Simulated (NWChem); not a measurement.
## Total energies of hydrogen chloride (HCl)

```
Cl
H 1 1.2897
```
Charge 0, spin multiplicity 1.

All runs are NWChem calculations. Structure: optimised with B3LYP/def2-SVP, a minimum by its harmonic frequencies.

Basis set: cc-pVDZ (23 functions).

```csv
method,total energy (Ha)
RHF,-460.08935
MP2,-460.23581
B2PLYP,-460.65748
PBE,-460.61314
B3LYP,-460.82214
r2SCAN,-460.77409
CCSD(T),-460.25464
```

Total energies of different functionals aren't comparable as a measure of quality: only differences taken within one method are. 

The correlated methods keep 5 core orbitals frozen. B3LYP has NWChem's definition, with VWN1-RPA local correlation. Coupled-cluster values serve here as a point of comparison, not as the truth.
